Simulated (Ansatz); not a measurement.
Consider the hydrogenolysis of a C–F bond: `C=C=C(C)F` + H₂ → `C=C=CC` + H–F.

Isolated molecules relaxed with PBE0-D4/def2-TZVP in Ansatz; ΔE leaves out vibrations. CCSD(T)/CBS is the MP2 limit (def2-TZVPP, def2-QZVPP) plus CCSD(T) − MP2 in def2-TZVPP, frozen cores. This one scheme is used for every species. Functionals use def2-TZVPP.

```json
{"level": "BHLYP-D4", "ΔE (eV)": "-1.04"}
{"level": "revPBE", "ΔE (eV)": "-0.94"}
{"level": "CAM-B3LYP", "ΔE (eV)": "-0.97"}
{"level": "LC-ωPBE", "ΔE (eV)": "-1.02"}
{"level": "RPA@PBE/def2-TZVPP", "ΔE (eV)": "-0.99"}
{"level": "HF/def2-SVP", "ΔE (eV)": "-1.06"}
{"level": "CCSD/def2-SVP", "ΔE (eV)": "-0.97"}
{"level": "MP2/def2-QZVPP", "ΔE (eV)": "-1.16"}
```

(1) What does CCSD(T)/CBS give? (An estimate is asked.)

Largest T1 diagnostic among the species: 0.012.

## Answers

(1) The calculation gave: -1.11 eV. The listed levels differ from it by 0.07, 0.17, 0.14, 0.09, 0.12, 0.05, 0.14, -0.05 eV.

From BLYP to BHLYP (50 % exact exchange), in def2-TZVPP and without D4, ΔE moves by −0.16 eV. At CCSD(T), def2-SVP lies +0.17 eV from the extrapolated value and def2-TZVPP +0.04 eV.
